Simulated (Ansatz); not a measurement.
`C=C=CCO` + H–F → `C=C=CF` + CH₃OH at 500 K and 1 bar (substitution at a C–C bond).

Gas-phase electronic energies from Ansatz, PBE0-D4/def2-TZVP geometries. CCSD(T)/CBS is the MP2 limit (def2-TZVPP, def2-QZVPP) plus CCSD(T) − MP2 in def2-TZVPP, frozen cores. This one scheme is used for every species. One conformer a species, not always the lowest.

```
  species  CCSD(T)/CBS energy (Eh)  H − E (kJ/mol)  S (J/(mol·K))
`C=C=CCO`               -230.92015           276.4          373.3
      H–F               -100.39570            39.4          188.7
 `C=C=CF`               -215.66729           157.2          316.7
    CH₃OH               -115.61712           157.0          265.4
```

H − E and S are ideal-gas, rigid-rotor, harmonic terms from PBE0-D4/def2-TZVP, for one conformer and one mirror image of each species. 1 Eh = 2625.50 kJ/mol, R = 8.31446 J/(mol·K).

Task: By hand: ΔE, ΔH, ΔS and ΔG.

Result: ΔE = (-215.66729) + (-115.61712) − (-230.92015) − (-100.39570) = 0.03144 Eh = 82.5 kJ/mol. Δ(H − E) = 157.2 + 157.0 − 276.4 − 39.4 = -1.6, so ΔH = 80.9 kJ/mol. ΔS = 316.7 + 265.4 − 373.3 − 188.7 = 20.1 J/(mol·K). ΔG = 80.9 − 500 × (20.1)/1000 = 70.9 kJ/mol.

Task: By hand: the equilibrium constant, and the temperature at which ΔG would vanish if ΔH and ΔS stayed fixed.

Result: log₁₀ K = −ΔG/(RT ln 10) = -7.4. ΔG = 0 at ΔH/ΔS = 4025 K, far beyond where these terms or the molecules hold.

ΔH outweighs TΔS. A doubt of 5 kJ/mol in ΔE shifts log₁₀ K by 0.5 here. Other conformers and mirror images would add mixing entropy, several J/(mol·K) or more a flexible species. These are equilibria of isolated gas molecules and say nothing of rates. Largest T1 diagnostic: 0.013 (customary marks: 0.02 for closed shells, 0.045 for open ones).
